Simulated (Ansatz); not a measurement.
A made-up structure of CHOS (charge +1), closed shell:

```
4
angstrom
O 0.0863 -0.4442 2.2458
C 0.3858 -0.1002 -1.0750
S 0.1969 -0.2379 0.5519
H -0.4644 0.5310 -1.1244
```

It is relaxed with PBE-D4/def2-SVP and then PBE0-D4/def2-TZVP (Ansatz 0.2.0). Atoms count as bonded within 1.22 times the sum of their covalent radii (H–H: 0.88 Å). The end point is not checked to be a true minimum.

Q: Does its bonding change? (Judge from chemistry; the calculation decides.)

A: Computed: No: no bond forms or breaks.

Where it ends: The first stage lowers the energy by 2.17 eV in 10 steps. It ends as CHOS ([CH][S][O]), total charge +1:
| atom | x (Å) | y (Å) | z (Å) |
| --- | --- | --- | --- |
| O1 | 0.4053 | -0.6414 | 2.0306 |
| C2 | 0.1379 | 0.0116 | -0.6639 |
| S3 | -0.1105 | -0.0597 | 0.8296 |
| H4 | -0.2281 | 0.4382 | -1.5980 |

Labels in which every atom is bracketed show which atoms are joined, not bond orders.

For scale, one of the runs: PBE0-D4/def2-TZVP relaxation, 105 basis functions, launched by `ansatz run in.yaml --threads 2 --pin off --events-out ev --progress --plain --max-ram 4352MiB`. Hardware: 2 CPU threads of an Arm Neoverse V2, shared host. Wall time about 10 s.
